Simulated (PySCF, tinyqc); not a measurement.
CCD on RHF in the sto-3g basis, frozen core, for CH+, spin multiplicity 1, step by step. The lowest restricted solution is unstable here: a spin-polarised one lies 0.0127 hartree lower (PySCF). Computed by tinyqc, a small Python program that keeps every step (integrals from PySCF). Settings: charge = 1, multiplicity = 1, basis = sto-3g, method = RHF, frozen orbitals = 1, energy threshold = 1e-10, iteration cap = 86, orthogonalisation = symmetric, start = atomic densities, DIIS depth = 6, amplitude equations = CCD, DIIS depth for amplitudes = 6, cap on updates = 61. Command: `OMP_NUM_THREADS=1 python tinyqc.py 29550 29551 out.jsonl` (the two numbers bound the seeds that draw the settings). One thread of a shared host (Intel(R) Xeon(R) Processor @ 2.60GHz), about 0.1 s of CPU time with the checks. The early iterations of the SCF are left out here.

## One-electron integrals

Geometry (angstrom):
```
atom         x         y         z
C     0.000000  0.000000  0.000000
H     0.000000  0.000000  1.693000
```

Basis sto-3g: exponents (1/bohr^2) and contraction coefficients of normalised primitives:
```
element  l (shell)   exponent  coefficient
C            s (1)  71.616837     0.154329
C            s (1)  13.045096     0.535328
C            s (1)   3.530512     0.444635
C            s (2)   2.941249    -0.099967
C            s (2)   0.683483     0.399513
C            s (2)   0.222290     0.700115
C            p (3)   2.941249     0.155916
C            p (3)   0.683483     0.607684
C            p (3)   0.222290     0.391957
H            s (1)   3.425251     0.154329
H            s (1)   0.623914     0.535328
H            s (1)   0.168855     0.444635
```

Overlap, kinetic and nuclear-attraction integrals over the contracted functions; the nuclear repulsion is the sum of Za Zb / Rab.

nuclear repulsion = 1.87540654 hartree

overlap S, order 1C 1s, 1C 2s, 1C 2px, 1C 2py, 1C 2pz, 2H 1s:
```
[[1.000000, 0.248362, 0.000000, 0.000000, 0.000000, 0.016033],
 [0.248362, 1.000000, 0.000000, 0.000000, 0.000000, 0.213467],
 [0.000000, 0.000000, 1.000000, 0.000000, 0.000000, 0.000000],
 [0.000000, 0.000000, 0.000000, 1.000000, 0.000000, 0.000000],
 [0.000000, 0.000000, 0.000000, 0.000000, 1.000000, 0.245786],
 [0.016033, 0.213467, 0.000000, 0.000000, 0.245786, 1.000000]]
```

kinetic energy T (hartree), order 1C 1s, 1C 2s, 1C 2px, 1C 2py, 1C 2pz, 2H 1s:
```
[[15.891122, -0.085890, 0.000000, 0.000000, 0.000000, -0.004493],
 [-0.085890, 0.472250, 0.000000, 0.000000, 0.000000, -0.000929],
 [0.000000, 0.000000, 1.477728, 0.000000, 0.000000, 0.000000],
 [0.000000, 0.000000, 0.000000, 1.477728, 0.000000, 0.000000],
 [0.000000, 0.000000, 0.000000, 0.000000, 1.477728, 0.040287],
 [-0.004493, -0.000929, 0.000000, 0.000000, 0.040287, 0.760032]]
```

nuclear attraction V (hartree), order 1C 1s, 1C 2s, 1C 2px, 1C 2py, 1C 2pz, 2H 1s:
```
[[-33.965309, -4.269859, 0.000000, 0.000000, -0.007020, -0.279960],
 [-4.269859, -5.501941, 0.000000, 0.000000, -0.081136, -0.849357],
 [0.000000, 0.000000, -5.445289, 0.000000, 0.000000, 0.000000],
 [0.000000, 0.000000, 0.000000, -5.445289, 0.000000, 0.000000],
 [-0.007020, -0.081136, 0.000000, 0.000000, -5.490161, -0.885909],
 [-0.279960, -0.849357, 0.000000, 0.000000, -0.885909, -3.098811]]
```

core Hamiltonian H = T + V (hartree), order 1C 1s, 1C 2s, 1C 2px, 1C 2py, 1C 2pz, 2H 1s:
```
[[-18.074187, -4.355749, 0.000000, 0.000000, -0.007020, -0.284453],
 [-4.355749, -5.029691, 0.000000, 0.000000, -0.081136, -0.850287],
 [0.000000, 0.000000, -3.967561, 0.000000, 0.000000, 0.000000],
 [0.000000, 0.000000, 0.000000, -3.967561, 0.000000, 0.000000],
 [-0.007020, -0.081136, 0.000000, 0.000000, -4.012433, -0.845622],
 [-0.284453, -0.850287, 0.000000, 0.000000, -0.845622, -2.338779]]
```

## Two-electron integrals

Functions are numbered as in S; the eight-fold symmetry (ij|kl) = (ji|kl) = (kl|ij) leaves the list below.

Two-electron integrals (ij|kl) in chemists' order, unique and non-zero (hartree):
```
(11|11) 3.541948   (21|11) 0.576921   (21|21) 0.111888   (22|11) 0.854682
(22|21) 0.205284   (22|22) 0.624709   (31|31) 0.020296   (32|31) 0.030858
(32|32) 0.137996   (33|11) 0.852436   (33|21) 0.205335   (33|22) 0.624568
(33|33) 0.672833   (41|41) 0.020296   (42|41) 0.030858   (42|42) 0.137996
(43|43) 0.036269   (44|11) 0.852436   (44|21) 0.205335   (44|22) 0.624568
(44|33) 0.600295   (44|44) 0.672833   (51|51) 0.020296   (52|51) 0.030858
(52|52) 0.137996   (53|53) 0.036269   (54|54) 0.036269   (55|11) 0.852436
(55|21) 0.205335   (55|22) 0.624568   (55|33) 0.600295   (55|44) 0.600295
(55|55) 0.672833   (61|11) 0.037412   (61|21) 0.007214   (61|22) 0.013226
(61|33) 0.013191   (61|44) 0.013191   (61|51) 0.000413   (61|52) 0.000780
(61|55) 0.013300   (61|61) 0.000474   (62|11) 0.119024   (62|21) 0.029116
(62|22) 0.101802   (62|33) 0.099210   (62|44) 0.099210   (62|51) 0.002700
(62|52) 0.021163   (62|55) 0.106878   (62|61) 0.001955   (62|62) 0.025374
(63|31) 0.002527   (63|32) 0.014497   (63|53) 0.003820   (63|63) 0.002567
(64|41) 0.002527   (64|42) 0.014497   (64|54) 0.003820   (64|64) 0.002567
(65|11) 0.116677   (65|21) 0.028848   (65|22) 0.106795   (65|33) 0.101881
(65|44) 0.101881   (65|51) 0.004672   (65|52) 0.033797   (65|55) 0.116497
(65|61) 0.001994   (65|62) 0.031365   (65|65) 0.040624   (66|11) 0.311985
(66|21) 0.077454   (66|22) 0.308731   (66|33) 0.295998   (66|44) 0.295998
(66|51) 0.006888   (66|52) 0.076010   (66|55) 0.333832   (66|61) 0.005205
(66|62) 0.109825   (66|65) 0.148995   (66|66) 0.774606
```

## Orthogonalisation

S = U s U^T; symmetric (Loewdin) form X = U s^(-1/2) U^T, so that X^T S X = 1.

eigenvalues of S: [0.631374, 0.830064, 1.000000, 1.000000, 1.155149, 1.383413]

X, order 1C 1s, 1C 2s, 1C 2px, 1C 2py, 1C 2pz, 2H 1s:
```
[[1.024638, -0.131913, 0.000000, 0.000000, -0.002999, 0.013662],
 [-0.131913, 1.043970, 0.000000, 0.000000, 0.022034, -0.117567],
 [0.000000, 0.000000, 1.000000, 0.000000, 0.000000, 0.000000],
 [0.000000, 0.000000, 0.000000, 1.000000, 0.000000, 0.000000],
 [-0.002999, 0.022034, 0.000000, 0.000000, 1.024596, -0.131877],
 [0.013662, -0.117567, 0.000000, 0.000000, -0.131877, 1.043537]]
```

## Iteration 7 (converged): orbitals

converged F (hartree), order 1C 1s, 1C 2s, 1C 2px, 1C 2py, 1C 2pz, 2H 1s:
```
[[-11.615923, -3.089590, 0.000000, 0.000000, -0.011942, -0.205631],
 [-3.089590, -1.839386, 0.000000, 0.000000, -0.028657, -0.376551],
 [0.000000, 0.000000, -0.230302, 0.000000, 0.000000, 0.000000],
 [0.000000, 0.000000, 0.000000, -0.230302, 0.000000, 0.000000],
 [-0.011942, -0.028657, 0.000000, 0.000000, -0.618191, -0.399067],
 [-0.205631, -0.376551, 0.000000, 0.000000, -0.399067, -0.497338]]
```

Diagonalise F' = X^T F X, C = X C', fill 3 alpha and 3 beta electrons from the bottom; D = 2 C_occ C_occ^T. Each column has its largest component positive (the first on a tie).

F' = X^T F X (hartree):
```
[[-11.396584, -1.520911, 0.000000, 0.000000, -0.020415, 0.014886],
 [-1.520911, -1.276173, 0.000000, 0.000000, 0.019426, -0.180821],
 [0.000000, 0.000000, -0.230302, 0.000000, 0.000000, 0.000000],
 [0.000000, 0.000000, 0.000000, -0.230302, 0.000000, 0.000000],
 [-0.020415, 0.019426, 0.000000, 0.000000, -0.549564, -0.288548],
 [0.014886, -0.180821, 0.000000, 0.000000, -0.288548, -0.374480]]
```

orbital energies (hartree): [-11.620247, -1.103121, -0.740698, -0.230302, -0.230302, -0.132735]

coefficients C, order 1C 1s, 1C 2s, 1C 2px, 1C 2py, 1C 2pz, 2H 1s:
```
[[0.994553, -0.263705, 0.071365, 0.000000, 0.000000, 0.060908],
 [0.021280, 0.973209, -0.301337, 0.000000, 0.000000, -0.288426],
 [0.000000, 0.000000, 0.000000, 0.919854, -0.392261, 0.000000],
 [0.000000, 0.000000, 0.000000, 0.392261, 0.919854, 0.000000],
 [0.001734, 0.094489, 0.762533, 0.000000, 0.000000, -0.690865],
 [-0.002681, 0.164776, 0.466323, 0.000000, 0.000000, 0.935817]]
```

D after iteration 7, order 1C 1s, 1C 2s, 1C 2px, 1C 2py, 1C 2pz, 2H 1s:
```
[[2.127539, -0.513962, 0.000000, 0.000000, 0.062451, -0.025678],
 [-0.513962, 2.076785, 0.000000, 0.000000, -0.275570, 0.039568],
 [0.000000, 0.000000, 0.000000, 0.000000, 0.000000, 0.000000],
 [0.000000, 0.000000, 0.000000, 0.000000, 0.000000, 0.000000],
 [0.062451, -0.275570, 0.000000, 0.000000, 1.180776, 0.742304],
 [-0.025678, 0.039568, 0.000000, 0.000000, 0.742304, 0.489231]]
```

Within a degenerate level the vectors are fixed only up to a rotation; this is one choice.

## Convergence

Stop when the energy changes by less than 1e-10 hartree and every element of the error matrix X^T (F D S - S D F) X is below 3e-06.

Course of the cycle:
```
iteration   E (hartree)     change  largest element of the error matrix
1          -33.67095680          -                             2.11e-01
2          -37.37207648  -3.70e+00                             2.34e-02
3          -37.37260691  -5.30e-04                             6.27e-03
4          -37.37265632  -4.94e-05                             1.07e-03
5          -37.37265775  -1.43e-06                             1.00e-05
6          -37.37265775  -2.32e-10                             3.53e-07
7          -37.37265775  -1.28e-13                             2.65e-09
```

PySCF RHF in the same basis = -37.37265775 hartree

Converged in 7 iterations.

## Integrals over molecular orbitals

(pq|rs) = sum C_ip C_jq C_kr C_ls (ij|kl), one index at a time.

one-electron integrals over orbitals h = C^T H C (hartree):
```
[[-18.062922, 0.396421, -0.100738, 0.000000, 0.000000, -0.088673],
 [0.396421, -4.173180, 0.185637, 0.000000, 0.000000, 0.424223],
 [-0.100738, 0.185637, -3.547897, 0.000000, 0.000000, 0.744084],
 [0.000000, 0.000000, 0.000000, -3.967561, 0.000000, 0.000000],
 [0.000000, 0.000000, 0.000000, 0.000000, -3.967561, 0.000000],
 [-0.088673, 0.424223, 0.744084, 0.000000, 0.000000, -2.807470]]
```

Two-electron integrals over orbitals (pq|rs), unique and non-zero (hartree); the lowest 1 orbital is frozen and left out:
```
(22|22) 0.579319    (32|22) -0.006935   (32|32) 0.107599    (33|22) 0.512691
(33|32) -0.027508   (33|33) 0.533975    (42|42) 0.121216    (43|42) -0.027219
(43|43) 0.031764    (44|22) 0.592677    (44|32) -0.046710   (44|33) 0.511087
(44|44) 0.672833    (52|52) 0.121216    (53|52) -0.027219   (53|53) 0.031764
(54|54) 0.036269    (55|22) 0.592677    (55|32) -0.046710   (55|33) 0.511087
(55|44) 0.600295    (55|55) 0.672833    (62|22) -0.075503   (62|32) -0.028245
(62|33) -0.010804   (62|44) -0.074834   (62|55) -0.074834   (62|62) 0.063620
(63|22) -0.111366   (63|32) 0.070649    (63|33) -0.065554   (63|44) -0.137261
(63|55) -0.137261   (63|62) 0.054581    (63|63) 0.162633    (64|42) -0.025038
(64|43) -0.011408   (64|64) 0.017553    (65|52) -0.025038   (65|53) -0.011408
(65|65) 0.017553    (66|22) 0.444648    (66|32) 0.077013    (66|33) 0.479075
(66|44) 0.409856    (66|55) 0.409856    (66|62) 0.004430    (66|63) 0.082759
(66|66) 0.598368
```

## CCD: starting amplitudes

t_ij^ab = <ij||ab> / (e_i + e_j - e_a - e_b), whose energy is MP2.

Starting amplitudes (spin orbitals 1a, 1b, ...; amplitudes related by a flip of all spins are not repeated):
```
from      to          t
3a 3b  6a 6b  -0.133752
2a 2b  4a 4b  -0.069440
2a 2b  5a 5b  -0.069440
2a 3b  6a 6b  -0.034581
2a 2b  6a 6b  -0.032781
3a 3b  4a 4b  -0.031117
3a 3b  5a 5b  -0.031117
2a 3b  4a 4b   0.019678
2a 3b  5a 5b   0.019678
```

correlation energy = -0.04856668 hartree

## CCD: amplitude update 1

t_ij^ab D_ij^ab are set to the remaining terms of the spin-orbital equations, evaluated with the old amplitudes; for the doubles these are <ij||ab> + 1/2 <ab||ef> t_ij^ef + 1/2 <mn||ij> t_mn^ab + P(ij)P(ab) <mb||ej> t_im^ae + terms in t^2, D the orbital-energy denominators.

Amplitudes after update 1 (spin orbitals 1a, 1b, ...; amplitudes related by a flip of all spins are not repeated):
```
from      to          t
3a 3b  6a 6b  -0.184615
2a 2b  4a 4b  -0.101156
2a 2b  5a 5b  -0.101156
2a 3b  6a 6b  -0.056144
3a 3b  4a 4b  -0.045146
3a 3b  5a 5b  -0.045146
2a 2b  6a 6b  -0.035462
2a 3b  4a 4b   0.033979
2a 3b  5a 5b   0.033979
```

correlation energy = -0.06950048 hartree

## CCD: convergence

E_corr = 1/4 sum <ij||ab> t_ij^ab; stop when the norm of the change is below 1e-8.

Course of the amplitude iterations:
```
update  correlation energy (hartree)  norm of the change
0                        -0.04856668                   -
1                        -0.06950048            1.64e-01
2                        -0.07866790            7.49e-02
3                        -0.08610350            3.50e-02
4                        -0.08608619            4.20e-03
5                        -0.08619169            7.09e-04
6                        -0.08613600            3.43e-04
7                        -0.08613864            6.96e-05
8                        -0.08614218            1.84e-05
9                        -0.08614218            1.07e-06
10                       -0.08614218            6.10e-08
11                       -0.08614218            2.52e-09
```

Converged amplitudes (spin orbitals 1a, 1b, ...; amplitudes related by a flip of all spins are not repeated):
```
from      to          t
3a 3b  6a 6b  -0.218275
2a 2b  4a 4b  -0.128099
2a 2b  5a 5b  -0.128099
2a 3b  6a 6b  -0.071222
3a 3b  4a 4b  -0.059195
3a 3b  5a 5b  -0.059195
2a 3b  4a 4b   0.053955
2a 3b  5a 5b   0.053955
2a 2b  6a 6b  -0.034240
```

CCD total energy = -37.45879993 hartree

Converged in 11 updates, with DIIS from the third.
